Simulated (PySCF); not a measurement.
## Diatomics of H with the third period

PBE0 with double-zeta basis sets in PySCF, for the lowest determinant that a PBE0 search found; no spin–orbit coupling. De refers to high-spin ground-configuration atoms. A positive dipole means M(−)H(+).

```
 M                        basis  state (unpaired electrons)  Re (Å)  ωe (cm⁻¹)  De (eV)  μ (D)
Na                     def2-SVP      singlet (closed shell)   1.893       1155     1.75  -6.25
Mg                   x2c-SVPall               doublet (σ ↑)   1.744       1448     1.39  -1.26
Al                     def2-SVP      singlet (closed shell)   1.667       1659     2.99   0.09
Si          cc-pV(D+d)Z/cc-pVDZ               doublet (π ↑)   1.541       2020     3.06   0.19
 P                     def2-SVP              triplet (π ↑↑)   1.437       2373     3.15   0.65
 S  aug-cc-pVDZ/aug-cc-pV(D+d)Z               doublet (π ↑)   1.353       2706     3.73   0.81
Cl  aug-cc-pVDZ/aug-cc-pV(D+d)Z      singlet (closed shell)   1.286       2993     4.53   1.15
```

The shortest bond is that of HCl (1.286 Å), the longest that of NaH (1.893 Å). HCl is bound most strongly (4.53 eV) and MgH least (1.39 eV).

The rows differ in basis set, which adds steps of its own.

The state changes along the series, so neighbouring rows are not always alike in their bonding.

States were picked by a PBE0 search and need not be the measured ground states.
